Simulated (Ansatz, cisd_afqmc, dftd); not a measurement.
Barrier from HF (fluorane, SMILES F) + H (doublet) to the saddle point below; all geometries are those of the HTBH38 set.
```
F
H 1 1.4662
H 2 0.7746 1 152.03
```
Charge 0, spin multiplicity 2.

Property: barrier height (electronic, no zero-point energy), in kJ/mol. Open shells are spin-unrestricted; no spin-orbit coupling. Cores are frozen in correlated methods. Rows without X2C or -DK are non-relativistic. AFQMC/CISD: phaseless, guided by CISD from CCSD amplitudes; bars are statistical, one sigma. Outlying blocks are dropped, and bars are widened where a walk drifts. Over all cases where full CI ran beside it in this data, AFQMC minus full CI had a median of +0.1 mEh and passed +0.4 mEh in a tenth of the cases. CBS(X,Y): correlation extrapolated as X^-3, Hartree-Fock from the larger set. A bracket is a step between two methods taken in the basis named. Functionals run without relativity, which enters their misses. 'core' is core correlation in cc-pwCVTZ, 'X2C' scalar relativity in cc-pVTZ-DK, both at CCSD(T). Where a partner has so few electrons that a lower coupled-cluster level is exact, that level stands in.

Published benchmark value: 33.4 kcal/mol (Zhao et al., J. Phys. Chem. A 109, 2012 (2005), HTBH38), a best estimate, not a measurement.

```csv
level,program,barrier height (kJ/mol),difference against that value
PBE-D3(BJ)/def2-TZVPD,Ansatz + dftd3,100.2,-39.5
PBE-D4/def2-TZVPD,Ansatz + dftd4,100.5,-39.2
B3LYP/def2-TZVPD,Ansatz,95.0,-44.7
"MP2/CBS(aug-cc-pVTZ,aug-cc-pVQZ)",Ansatz,191.8,52.1
CCSDT(Q)/aug-cc-pVTZ,Ansatz,134.4,-5.3
CCSDTQ/aug-cc-pVDZ,Ansatz,133.8,-5.9
AFQMC/CISD/aug-cc-pVDZ,cisd_afqmc,134.0 ± 0.9,-5.7
AFQMC/CISD/aug-cc-pVTZ,cisd_afqmc,136.0 ± 0.5,-3.7
AFQMC/CISD/aug-cc-pVQZ,cisd_afqmc,139.3 ± 0.4,-0.4
"CCSD(T)/CBS(aug-cc-pVTZ,aug-cc-pVQZ) + [AFQMC/CISD - CCSD(T)]/aug-cc-pVDZ + core + X2C",Ansatz + cisd_afqmc,141.1 ± 0.9,1.4
"CCSD(T)/CBS(aug-cc-pVTZ,aug-cc-pVQZ) + [CCSDT(Q) - CCSD(T)]/aug-cc-pVTZ + [CCSDTQ - CCSDT(Q)]/aug-cc-pVDZ + core + X2C",Ansatz,140.0,0.3
```

Ansatz is an electronic-structure program.
